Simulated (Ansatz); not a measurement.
# Dissociation curves of NO+ (SMILES N#[O+])

NO+ has 2 atoms, charge +1, and is taken as a singlet. SMILES: `N#[O+]`. The O2–N1 distance was set to 1.329 Å, away from the relaxed value.

```xyz
2

N     0.0000    0.0000   -0.2658
O     0.0000    0.0000    1.0632
```

The N1–O2 distance is scanned; the parts on either side stay rigid. Basis STO-3G, 2 core orbitals frozen in the correlated methods; program Ansatz 0.2.0. FCI is exact within this basis and core. Energies in eV from each method's value at 1.329 Å; methods without a U are spin-restricted. The shape above is that at 1.329 Å.

```
distance (Å)     HF    PBE   BLYP  wB97M-V    MP2   FCI
       1.063  -1.72   1.13   1.28     0.22   2.05  1.07
       1.329   0.00   0.00   0.00     0.00   0.00  0.00
       2.126   7.08   8.31   7.93    10.49  13.84  5.03
       2.658   8.56  10.82  10.43    12.30  15.51  6.10
```

Departure from the FCI curve at its largest: HF -2.79 eV at 1.06 Å; PBE +4.73 eV at 2.66 Å; BLYP +4.33 eV at 2.66 Å; wB97M-V +6.20 eV at 2.66 Å; MP2 +9.41 eV at 2.66 Å. Restricted functionals keep the electrons paired too, and rise too high. Restricted Hartree–Fock keeps the electrons paired, so it rises far too high as the bond breaks.
